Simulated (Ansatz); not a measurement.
Relaxed structures of Al₂H₄O, singlet (PBE0-D4/def2-TZVP; forces vanish, vibrations not checked; lower isomers may exist, and structures with a doubtful reference or unclear bonds are left out; Å). Ansatz 0.2.0; basis: def2-TZVPP; cores frozen in the correlated methods.

Q: Rank them by CCSD(T) energy, lowest first, and give each one's height above the lowest. Links in brackets join atoms within 1.22 times the sum of their covalent radii (1.1 for two metals). (To be estimated.)
A.
Al₂H₄O ([OH][AlH][AlH2])
```
7
angstrom
O -1.4323 -1.2579 -0.7169
Al -0.5681 0.2107 -0.6833
Al 1.3105 0.3467 1.1082
H -2.1454 -1.4232 -1.3329
H -1.0009 1.3270 -1.7414
H 1.6287 -0.8591 2.0983
H 2.2075 1.6559 1.2680
```
B.
Al₂H₄O ([OH2][AlH][AlH])
```
7
angstrom
O 1.0198 0.2552 0.7447
Al -0.6680 0.6814 -0.3652
Al -1.3734 -1.5055 -1.5846
H -2.7019 -2.2161 -0.9665
H 0.1301 1.9438 -1.0024
H 0.9770 -0.2123 1.5840
H 1.7208 0.9143 0.7777
```
C.
Al₂H₄O ([OH]1[AlH][AlH2]1)
```
7
angstrom
O -0.0063 0.1387 -0.7980
Al -1.3707 -0.8464 -0.0540
Al 0.6900 0.1107 0.9816
H -2.4664 -1.2183 -1.1619
H 0.2727 0.5098 -1.6396
H 2.0012 -0.7816 1.0758
H 0.6297 1.5512 1.6491
```

A: By the calculation: C (0.00 kcal/mol), A (1.16 kcal/mol), B (55.05 kcal/mol). Heights count from the lowest.

T1 diagnostic: at most 0.019. The restricted Hartree–Fock reference is unstable towards an unrestricted one at one or more of these structures. A large double-excitation amplitude points to some diradical character; no triplet was computed.

For scale, one of the runs: CCSD(T)/def2-TZVPP, 171 basis functions, launched by `ansatz run in.yaml --threads 2 --pin off --events-out ev --progress --plain --max-ram 4352MiB`. Time: 32 s of wall clock on 2 CPU threads of an Intel Xeon Platinum 8175M; the host was shared. Peak host memory: 1.3 GiB.
